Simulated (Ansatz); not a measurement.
# A workflow on SF2 (sulfur difluoride)

Aim: a series of 38 runs (HF/STO-3G, UHF/STO-3G, HF/3-21G, UHF/3-21G, HF/6-31G*, UHF/6-31G*, B3LYP/6-31G*, UB3LYP/6-31G*, and more) of F2S. 

Program for the calculation: Ansatz 0.2.0.

**1. Starting point**

The species is SF2 (3 atoms), meant as a singlet with charge 0. SMILES: `FSF`. Geometry: relaxed at PBE0-D4/def2-TZVP. The run starts from this shape.

Bond lengths: F1–S2 1.590 Å, S2–F3 1.590 Å. Angles: F1–S2–F3 98.6°.

**2. A structure relaxation at HF/STO-3G (paw set gaussian, start density atoms) (run 1)**

File input.yaml:

```yaml
crystal:
  periodic: [false, false, false]
  atoms:
    - {symbol: F, position_ang: [0.440140, 1.116450, 0.365400]}
    - {symbol: S, position_ang: [-0.601990, 0.126530, -0.315250]}
    - {symbol: F, position_ang: [0.161840, -1.242970, -0.050150]}
basis:
  gaussian: {orbitals: STO-3G}
hamiltonian: {xc: hf}
relax: {f_tol: 0.002}
output: {orbitals: {seedname: orbitals}}
```

Launch:

```sh
$ ansatz run input.yaml --threads 1 --pin off --max-ram 3480MiB --events-out events.jsonl --progress --plain --runs-dir runs
```

What it wrote, shortened:

```text
Warning: RAYON_NUM_THREADS=1 ignored (pool sized by the plan → 1); use --threads N
[...]
Functional definition: HF
  name "HF"
[...]
259 factors; integrals over basis functions are off by at most 2.8e-6 eV
[...]
mean field -16032.10168541 eV, -589.1688699900 hartree, gradient 1.3e-5 eV, S^2 0.000000; 0 other end points of the search recorded, 0 dependent functions left out
[...]
reference -16032.10168541 eV, -589.1688699900 hartree; 17, 17 occupied and 2, 2 virtual orbitals, 259 factors
relax step   1: F+E_penalty+E_count = -16032.10168541 eV  Δ(F+E_penalty+E_count) = +0.000e0 eV  max|allowed force component| = 3.569e0 eV/Å  Δτ_max = 0.0000 Å  (27 SCF iters, accepted)
[...]
relax step   3: F+E_penalty+E_count = -16032.25570526 eV  Δ(F+E_penalty+E_count) = -2.595e-2 eV  max|allowed force component| = 1.512e-2 eV/Å  Δτ_max = 0.0254 Å  (23 SCF iters, accepted)
[...]
relax step   4: F+E_penalty+E_count = -16032.25570846 eV  Δ(F+E_penalty+E_count) = -3.202e-6 eV  max|allowed force component| = 9.582e-4 eV/Å  Δτ_max = 0.0002 Å  (24 SCF iters, accepted)
259 factors; integrals over basis functions are off by at most 2.5e-6 eV
mean field -16032.25570846 eV, -589.1745302327 hartree, gradient 1.4e-5 eV, S^2 0.000000; 1 other end points of the search recorded, 0 dependent functions left out
[...]
reference -16032.25570846 eV, -589.1745302327 hartree; 17, 17 occupied and 2, 2 virtual orbitals, 259 factors
Total energy: -16032.25570846 eV, -589.1745302327 hartree
Atom 0 at     0.462867     1.107904     0.376881 Å, force    -0.000255    -0.000897    -0.000240 eV/Å
Atom 1 at    -0.648311     0.136266    -0.339507 Å, force     0.000292    -0.000061     0.000153 eV/Å
Atom 2 at     0.185434    -1.244160    -0.037373 Å, force    -0.000036     0.000958     0.000087 eV/Å
Dipole moment:    -0.154074     0.032384    -0.080686 e Å
```

Run time: 0.62 s. Hardware: 1 thread of Arm Neoverse V2, shared host.

Steps, from the record of the run:

```tsv
step	energy from the first frame kept (eV)	largest force (eV/Å)
1	0.0000	4.0979
2	-0.1281	1.6128
3	-0.1540	0.0174
4	-0.1540	0.0010
```

After the run. Bond lengths: F1–S2 1.641 Å, S2–F3 1.641 Å. Angles: F1–S2–F3 94.2°.

**3. The harmonic vibrations at HF/STO-3G (paw set gaussian, start density atoms) (run 2)**

File run.yaml:

```yaml
basis:
  gaussian: {orbitals: STO-3G}
crystal:
  periodic: [false, false, false]
  atoms:
    - {symbol: F, position_ang: [0.462867, 1.107904, 0.376881]}
    - {symbol: S, position_ang: [-0.648311, 0.136266, -0.339507]}
    - {symbol: F, position_ang: [0.185434, -1.244160, -0.037373]}
hamiltonian: {xc: hf}
phonons: {temperatures: {t_min: 298.15, t_max: 298.15, t_step: 1}}
```

Launch:

```sh
$ ansatz run run.yaml --threads 1 --pin off --max-ram 3480MiB --events-out events.jsonl --progress --plain --runs-dir runs
```

What it wrote, shortened:

```text
Warning: RAYON_NUM_THREADS=1 ignored (pool sized by the plan → 1); use --threads N
[... 2 set-up lines as earlier in the session ...]
[...]
257 factors; integrals over basis functions are off by at most 3.1e-6 eV
[...]
mean field -16032.25570215 eV, -589.1745300008 hartree, gradient 1.8e-5 eV, S^2 0.000000; 0 other end points of the search recorded, 0 dependent functions left out
[...]
reference -16032.25570215 eV, -589.1745300008 hartree; 17, 17 occupied and 2, 2 virtual orbitals, 257 factors
[...]
257 factors; integrals over basis functions are off by at most 3.1e-6 eV
[...]
mean field -16032.25560296 eV, -589.1745263558 hartree, gradient 1.4e-6 eV, S^2 0.000000; 0 other end points of the search recorded, 0 dependent functions left out
[...]
reference -16032.25560296 eV, -589.1745263558 hartree; 17, 17 occupied and 2, 2 virtual orbitals, 257 factors
[...]
257 factors; integrals over basis functions are off by at most 3.1e-6 eV
[...]
mean field -16032.25559844 eV, -589.1745261895 hartree, gradient 1.4e-6 eV, S^2 0.000000; 0 other end points of the search recorded, 0 dependent functions left out
[...]
reference -16032.25559844 eV, -589.1745261895 hartree; 17, 17 occupied and 2, 2 virtual orbitals, 257 factors
[...]
257 factors; integrals over basis functions are off by at most 3.1e-6 eV
mean field -16032.25559739 eV, -589.1745261510 hartree, gradient 1.4e-6 eV, S^2 0.000000; 0 other end points of the search recorded, 0 dependent functions left out
[...]
reference -16032.25559739 eV, -589.1745261510 hartree; 17, 17 occupied and 2, 2 virtual orbitals, 257 factors
Total energy: -16032.25570215 eV, -589.1745300008 hartree
Atom 0 at     0.462867     1.107904     0.376881 Å, force    -0.000262    -0.000902    -0.000244 eV/Å
Atom 1 at    -0.648311     0.136266    -0.339507 Å, force     0.000304    -0.000064     0.000159 eV/Å
Atom 2 at     0.185434    -1.244160    -0.037373 Å, force    -0.000042     0.000966     0.000085 eV/Å
Dipole moment:    -0.154074     0.032384    -0.080686 e Å
Vibrations: 378.63 1040.43 1047.51 cm⁻¹, zero-point energy 0.152908 eV
```

Run time: 0.64 s. Hardware: 1 thread of Arm Neoverse V2, shared host.

**4. The doublet cation: the energy at UHF/STO-3G (paw set gaussian, start density atoms) (run 3)**

File input.yaml:

```yaml
crystal:
  periodic: [false, false, false]
  atoms:
    - symbol: F
      position_ang: [0.462867, 1.107904, 0.376881]
    - symbol: S
      position_ang: [-0.648311, 0.136266, -0.339507]
    - symbol: F
      position_ang: [0.185434, -1.244160, -0.037373]
basis:
  gaussian: {orbitals: STO-3G}
total_charge: 1
hamiltonian: {xc: hf}
magnetization: {spin_polarized: true, initial_magnetization: 1}
```

Launch:

```sh
$ ansatz run input.yaml --threads 1 --pin off --max-ram 3480MiB --events-out events.jsonl --progress --plain --runs-dir runs
```

What it wrote:

```text
Warning: RAYON_NUM_THREADS=1 ignored (pool sized by the plan → 1); use --threads N
[... 2 set-up lines as earlier in the session ...]
  exchange = exact_x
  correlation = 0
238 factors; integrals over basis functions are off by at most 1.1e-5 eV
mean field evaluation 1: about -16018.6261 eV, gradient 2.5e1 eV
mean field evaluation 2: about -16018.7083 eV, gradient 2.5e1 eV
mean field evaluation 4: about -16024.9400 eV, gradient 2.1e0 eV
mean field evaluation 8: about -16025.1546 eV, gradient 3.1e-1 eV
mean field evaluation 16: about -16021.8865 eV, gradient 1.7e0 eV
mean field -16025.16186899 eV, -588.9138364405 hartree, gradient 5.8e-5 eV, S^2 0.810527; 1 other end points of the search recorded, 0 dependent functions left out
reference -16025.16186899 eV, -588.9138364405 hartree; 17, 16 occupied and 2, 3 virtual orbitals, 238 factors
Total energy: -16025.16186899 eV, -588.9138364405 hartree
```

It took 0.12 s on 1 thread of Arm Neoverse V2, shared host.

Runs 4 to 37 aren't shown in full; the table further down has their settings and results.

**5. The doublet cation: a geometry optimisation at UBLYP/cc-pVTZ (paw set gaussian, start density atoms) (run 38)**

File job.yaml:

```yaml
crystal:
  periodic: [false, false, false]
  atoms:
    - {symbol: F, position_ang: [0.452642, 1.162857, 0.377419]}
    - {symbol: S, position_ang: [-0.615706, 0.129413, -0.322433]}
    - {symbol: F, position_ang: [0.163054, -1.292260, -0.054986]}
basis:
  gaussian: {orbitals: cc-pVTZ}
relax: {}
hamiltonian: {xc: {name: BLYP}}
total_charge: 1
magnetization: {spin_polarized: true, initial_magnetization: 1}
```

Launch:

```sh
$ ansatz run job.yaml --threads 1 --pin off --max-ram 3480MiB --events-out events.jsonl --progress --plain --runs-dir runs
```

What it wrote, shortened:

```text
Warning: RAYON_NUM_THREADS=1 ignored (pool sized by the plan → 1); use --threads N
[...]
Functional definition: BLYP
  name "BLYP"
[...]
560 factors; their error is unknown
[...]
mean field -16260.12024734 eV, -597.5483975843 hartree, gradient 1.8e-5 eV, S^2 0.752586; 0 other end points of the search recorded, 0 dependent functions left out
[...]
reference -16260.12043331 eV, -597.5484044187 hartree; 17, 16 occupied and 77, 78 virtual orbitals, 560 factors
relax step   1: F+E_penalty+E_count = -16260.12024734 eV  Δ(F+E_penalty+E_count) = +0.000e0 eV  max|allowed force component| = 2.991e0 eV/Å  Δτ_max = 0.0000 Å  (29 SCF iters, accepted)
[...]
relax step   5: F+E_penalty+E_count = -16260.36204803 eV  Δ(F+E_penalty+E_count) = +7.294e-5 eV  max|allowed force component| = 6.391e-2 eV/Å  Δτ_max = 0.0019 Å  (29 SCF iters, rejected (line search))
[...]
relax step   6: F+E_penalty+E_count = -16260.36212609 eV  Δ(F+E_penalty+E_count) = -5.124e-6 eV  max|allowed force component| = 1.174e-4 eV/Å  Δτ_max = 0.0003 Å  (20 SCF iters, accepted)
560 factors; their error is unknown
[...]
mean field -16260.36212609 eV, -597.5572864647 hartree, gradient 2.5e-5 eV, S^2 0.752774; 1 other end points of the search recorded, 0 dependent functions left out
[...]
reference -16260.36231082 eV, -597.5572932532 hartree; 17, 16 occupied and 77, 78 virtual orbitals, 560 factors
Total energy: -16260.36231082 eV, -597.5572932532 hartree
Atom 0 at     0.423062     1.125926     0.357113 Å, force    -0.000031    -0.000110    -0.000029 eV/Å
Atom 1 at    -0.566478     0.119067    -0.296653 Å, force     0.000035    -0.000007     0.000018 eV/Å
Atom 2 at     0.143407    -1.244982    -0.060460 Å, force    -0.000004     0.000117     0.000011 eV/Å
Dipole moment:    -0.367988     0.077346    -0.192709 e Å
```

Wall time 13 s (1 thread of Arm Neoverse V2, shared host); peak memory 0.14 GiB.

Steps, from the record of the run:

```tsv
step	energy from the first frame kept (eV)	largest force (eV/Å)
1	0.0000	3.4346
2	-0.1428	2.2897
3	-0.2367	0.5702
4	-0.2419	0.0189
5	-0.2418	0.0734
6	-0.2419	0.0001
```

After the run. Bond lengths: F1–S2 1.556 Å, S2–F3 1.556 Å. Angles: F1–S2–F3 102.3°.

**6. The series**

```tsv
run	level	task	walk f tol	partner	energy (Eh)	dipole moment (D)	wall time
1	HF/STO-3G (paw set gaussian, start density atoms)	optimise	0.002	base	-589.174530	0.85	0.62 s
2	HF/STO-3G (paw set gaussian, start density atoms)	frequencies	–	base	-589.174530	0.85	0.64 s
3	UHF/STO-3G (paw set gaussian, start density atoms)	energy	–	cation	-588.913836	–	0.12 s
4	UHF/STO-3G (paw set gaussian, start density atoms)	optimise	–	cation	-588.914355	–	0.87 s
5	HF/3-21G (paw set gaussian, start density atoms)	optimise	0.002	base	-593.284004	2.17	0.91 s
6	HF/3-21G (paw set gaussian, start density atoms)	frequencies	–	base	-593.284004	2.17	0.77 s
7	UHF/3-21G (paw set gaussian, start density atoms)	energy	–	cation	-592.903031	–	0.28 s
8	UHF/3-21G (paw set gaussian, start density atoms)	optimise	–	cation	-592.907377	–	1.5 s
9	HF/6-31G* (Cartesian functions, paw set gaussian, start density atoms)	optimise	0.002	base	-596.312200	1.61	1.3 s
10	HF/6-31G* (Cartesian functions, paw set gaussian, start density atoms)	frequencies	–	base	-596.312200	1.61	1.9 s
11	UHF/6-31G* (Cartesian functions, paw set gaussian, start density atoms)	energy	–	cation	-595.960818	–	0.28 s
12	UHF/6-31G* (Cartesian functions, paw set gaussian, start density atoms)	optimise	–	cation	-595.971791	–	2.7 s
13	B3LYP/6-31G* (Cartesian functions, paw set gaussian, start density atoms)	optimise	0.002	base	-597.798097	1.27	5.4 s
14	B3LYP/6-31G* (Cartesian functions, paw set gaussian, start density atoms)	frequencies	–	base	-597.798097	1.27	4.5 s
15	UB3LYP/6-31G* (Cartesian functions, paw set gaussian, start density atoms)	energy	–	cation	-597.425439	–	1.3 s
16	UB3LYP/6-31G* (Cartesian functions, paw set gaussian, start density atoms)	optimise	–	cation	-597.433988	–	8.4 s
17	PBE/def2-SVP (paw set gaussian, start density atoms)	optimise	0.002	base	-597.172740	1.27	3.6 s
18	PBE/def2-SVP (paw set gaussian, start density atoms)	frequencies	–	base	-597.172740	1.27	2.9 s
19	UPBE/def2-SVP (paw set gaussian, start density atoms)	energy	–	cation	-596.804274	–	0.97 s
20	UPBE/def2-SVP (paw set gaussian, start density atoms)	optimise	–	cation	-596.811895	–	6 s
21	MP2/6-31G* (Cartesian functions, paw set gaussian, start density atoms)	optimise	0.002	base	-596.781564	1.45	2.6 s
22	MP2/6-31G* (Cartesian functions, paw set gaussian, start density atoms)	frequencies	–	base	-596.781565	1.45	3.6 s
23	UMP2/6-31G* (Cartesian functions, paw set gaussian, start density atoms)	energy	–	cation	-596.419591	–	0.32 s
24	UMP2/6-31G* (Cartesian functions, paw set gaussian, start density atoms)	optimise	–	cation	-596.429318	–	4.5 s
25	wB97X-V/def2-TZVP (paw set gaussian, start density atoms)	optimise	0.002	base	-597.799548	1.13	17 s
26	wB97X-V/def2-TZVP (paw set gaussian, start density atoms)	frequencies	–	base	-597.799548	1.13	21 s
27	r2SCAN/def2-TZVP (paw set gaussian, start density atoms)	optimise	0.002	base	-597.819732	1.00	12 s
28	r2SCAN/def2-TZVP (paw set gaussian, start density atoms)	frequencies	–	base	-597.819732	1.00	12 s
29	B2PLYP/cc-pVTZ (paw set gaussian, start density atoms)	optimise	0.002	base	-597.688932	1.21	29 s
30	B2PLYP/cc-pVTZ (paw set gaussian, start density atoms)	frequencies	–	base	-597.688932	1.21	34 s
31	MP2/aug-cc-pVDZ (paw set gaussian, start density atoms)	optimise	0.002	base	-596.918827	1.44	10 s
32	MP2/aug-cc-pVDZ (paw set gaussian, start density atoms)	frequencies	–	base	-596.918828	1.44	10 s
33	UMP2/aug-cc-pVDZ (paw set gaussian, start density atoms)	energy	–	cation	-596.535156	–	1.6 s
34	UMP2/aug-cc-pVDZ (paw set gaussian, start density atoms)	optimise	–	cation	-596.544876	–	17 s
35	BLYP/cc-pVTZ (paw set gaussian, start density atoms)	optimise	0.002	base	-597.915347	1.20	8.1 s
36	BLYP/cc-pVTZ (paw set gaussian, start density atoms)	frequencies	–	base	-597.915347	1.20	6.6 s
37	UBLYP/cc-pVTZ (paw set gaussian, start density atoms)	energy	–	cation	-597.548404	–	1.6 s
38	UBLYP/cc-pVTZ (paw set gaussian, start density atoms)	optimise	–	cation	-597.557293	–	13 s
```

**7. Summary of results**

| quantity | value |
| --- | --- |
| doublet cation, run 38: total energy at the end | -597.55729 Eh |
| doublet cation, run 38: ⟨S²⟩ | 0.753 |
| vertical ionisation energy (to the doublet cation), HF/6-31G* | 9.562 eV |
| vertical ionisation energy (to the doublet cation), B3LYP/6-31G* | 10.141 eV |
| vertical ionisation energy (to the doublet cation), PBE/def2-SVP | 10.026 eV |
| adiabatic ionisation energy (to the doublet cation, no zero-point term), HF/STO-3G | 7.080 eV |
| adiabatic ionisation energy (to the doublet cation, no zero-point term), HF/6-31G* | 9.263 eV |
| adiabatic ionisation energy (to the doublet cation, no zero-point term), PBE/def2-SVP | 9.819 eV |
| adiabatic ionisation energy (to the doublet cation, no zero-point term), MP2/6-31G* | 9.585 eV |
| adiabatic ionisation energy (to the doublet cation, no zero-point term), BLYP/cc-pVTZ | 9.743 eV |

In words: At HF/6-31G*: the vertical ionisation energy comes to 9.56 eV (220 kcal/mol). At B3LYP/6-31G*: removing an electron at fixed nuclei costs 10.14 eV (234 kcal/mol). At PBE/def2-SVP: the vertical ionisation energy comes to 10.03 eV (231 kcal/mol). At HF/STO-3G: the adiabatic ionisation energy (to the doublet cation, no zero-point term) is 7.08 eV (163 kcal/mol). In a minimal basis such a difference can be off by several eV, whatever the method. At HF/6-31G*: the adiabatic ionisation energy (to the doublet cation, no zero-point term) is 9.26 eV (894 kJ/mol). Totals of different functionals can't be ranked against each other. In runs 1, 2, 3, 4 the basis is minimal, so the values are rough. All runs together took 4.2 min, the longest 34 s.
